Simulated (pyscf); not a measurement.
## Four-centre exchange: H₂As–InH₂ (SMILES [AsH2][InH2]) + H₂O (SMILES O) → HO–AsH₂ (SMILES O[AsH2]) + InH₃ (SMILES [InH3])

Gas phase, singlet surface, charge 0. Bonds broken: As1–In2, O7–H8. Bonds formed: As1–O7, In2–H8. Structures and frequencies: ωB97X-D3(BJ)/def2-SVP in PySCF.

Transition state (Å):

```xyz
9

As     1.7774    -0.0991     1.3023
In    -0.5393     0.3503    -1.2023
H      2.4786     0.8253     0.3210
H      1.2039    -0.9534     0.1508
H     -1.5230    -1.0434    -1.0502
H      0.5300     0.9617    -2.3842
O     -0.0726     1.2796     0.7791
H     -1.0199     1.9224     0.1358
H     -0.6341     0.8734     1.4725
```

One imaginary mode, 1313i cm⁻¹; descent along it reached the two sides named, in the forms told below.

```json
[
 {"bond": "As1–In2", "change": "breaks", "reactant side (Å)": "2.582", "saddle": "3.4", "product side": "3.6"},
 {"bond": "O7–H8", "change": "breaks", "reactant side (Å)": "0.967", "saddle": "1.313", "product side": "3.1"},
 {"bond": "As1–O7", "change": "forms", "reactant side (Å)": "3.5", "saddle": "2.366", "product side": "1.835"},
 {"bond": "In2–H8", "change": "forms", "reactant side (Å)": "2.9", "saddle": "2.120", "product side": "1.737"}
]
```

Electronic energies relative to the separated reactants (kcal/mol):

```json
[
 {"level": "ωB97X-D3(BJ)/def2-TZVP", "barrier": "89.1", "reaction energy": "+28.9", "reverse barrier": "60.2"},
 {"level": "PBE/def2-TZVP", "barrier": "62.5", "reaction energy": "+25.3", "reverse barrier": "37.2"},
 {"level": "r²SCAN/def2-TZVP", "barrier": "67.6", "reaction energy": "+25.6", "reverse barrier": "42.1"},
 {"level": "B3LYP-D3(BJ)/def2-TZVP", "barrier": "70.2", "reaction energy": "+24.5", "reverse barrier": "45.7"},
 {"level": "PBE0-D3(BJ)/def2-TZVP", "barrier": "74.5", "reaction energy": "+26.9", "reverse barrier": "47.6"},
 {"level": "M06-2X/def2-TZVP", "barrier": "77.1", "reaction energy": "+24.9", "reverse barrier": "52.2"},
 {"level": "ωB97M-D3(BJ)/def2-TZVP", "barrier": "82.0", "reaction energy": "+23.4", "reverse barrier": "58.5"},
 {"level": "HF/def2-TZVP", "barrier": "112.6", "reaction energy": "+21.9", "reverse barrier": "90.7"}
]
```

With ωB97M-D3(BJ)/def2-TZVP energies and thermal terms (ideal gas, 1 atm, RRHO with modes under 100 cm⁻¹ raised to 100, one conformer, R ln 2 for chiral ones without a mode under 150 cm⁻¹), in kcal/mol:

| T (K) | ΔH‡ | ΔG‡ | ΔH | ΔG |
|---|---|---|---|---|
| 298 | 78.3 | 88.8 | +21.1 | +22.0 |
| 600 | 78.8 | 99.2 | +20.6 | +23.1 |
| 900 | 79.8 | 109.2 | +20.7 | +24.3 |
| 1200 | 80.9 | 118.8 | +21.0 | +25.4 |

On the reactant side the descent ends in an adduct with a In–O contact, 14.5 kcal/mol under the separated species and 103.6 kcal/mol under the saddle at ωB97X-D3(BJ)/def2-TZVP. On the product side the descent ends in an adduct with a In–O contact, 16.0 kcal/mol under the separated species and 76.3 kcal/mol under the saddle at ωB97X-D3(BJ)/def2-TZVP. The same reactants have a lower exit, to HO–InH–AsH₂ + H₂ (barrier +13.8 kcal/mol at ωB97M-D3(BJ)/def2-TZVP, against +82.0 kcal/mol here). This is the saddle that the search found; another between the same sides may lie lower. One closed-shell reference is unstable to symmetry breaking; treat the single-reference values with care. Elements up to Kr have no core potential and no relativistic terms here. Elements past Kr carry the def2 core potentials, without spin-orbit coupling.
